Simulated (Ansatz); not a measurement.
Barium, bcc: convergence with Fermi-Dirac smearing

Computed with Ansatz, PBE, scalar-relativistic PAW, on the relaxed cell (a = 5.025 Å; spin not included). Errors count from a run at 420 eV on a Γ-centred 15×15×15 mesh with Fermi-Dirac smearing of 0.1 eV, extrapolated to zero width. Fixed here: cutoff 420 eV, mesh 9×9×9. The SCF starts from atomic densities corrected by a trained network.

```json
{"width (eV)": "0.01", "E(σ→0) error (meV/atom)": "1.7", "F error (meV/atom)": "1.1", "P (GPa)": "0.00", "SCF iterations": "6"}
{"width (eV)": "0.03", "E(σ→0) error (meV/atom)": "0.6", "F error (meV/atom)": "-1.8", "P (GPa)": "0.00", "SCF iterations": "6"}
{"width (eV)": "0.1", "E(σ→0) error (meV/atom)": "0.6", "F error (meV/atom)": "-22.1", "P (GPa)": "0.00", "SCF iterations": "6"}
{"width (eV)": "0.2", "E(σ→0) error (meV/atom)": "10.9", "F error (meV/atom)": "-98.4", "P (GPa)": "0.12", "SCF iterations": "6"}
{"width (eV)": "0.3", "E(σ→0) error (meV/atom)": "16.2", "F error (meV/atom)": "-239.1", "P (GPa)": "0.30", "SCF iterations": "6"}
{"width (eV)": "0.6", "E(σ→0) error (meV/atom)": "-78.0", "F error (meV/atom)": "-947.3", "P (GPa)": "0.80", "SCF iterations": "6"}
{"width (eV)": "1.0", "E(σ→0) error (meV/atom)": "-366.4", "F error (meV/atom)": "-2318.4", "P (GPa)": "1.66", "SCF iterations": "6"}
```
